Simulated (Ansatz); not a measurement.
## SH (charge -1): state-averaged CASSCF

Computed with Ansatz's Gaussian-basis code (development build). State-averaged CASSCF with equal weights; occupations are averaged over the states; levels count from the state that is lowest in CASSCF. Solutions may break the symmetry of the shape. No proof that the lowest CASSCF solution was found. The average may hold one member of a degenerate pair alone.

Geometry: bond length 1.3600 Å.

Basis cc-pVDZ, nonrelativistic, 5 orbitals frozen in the corrections; active space CAS(8,5). Averaged: 2 singlets.

CASSCF levels: singlet 0.00, singlet 5.26 eV.

Task: How does SC-NEVPT2 move them?

Result: singlet 0.00, singlet 5.37 eV, in the same order of listing. The lowest state stays.
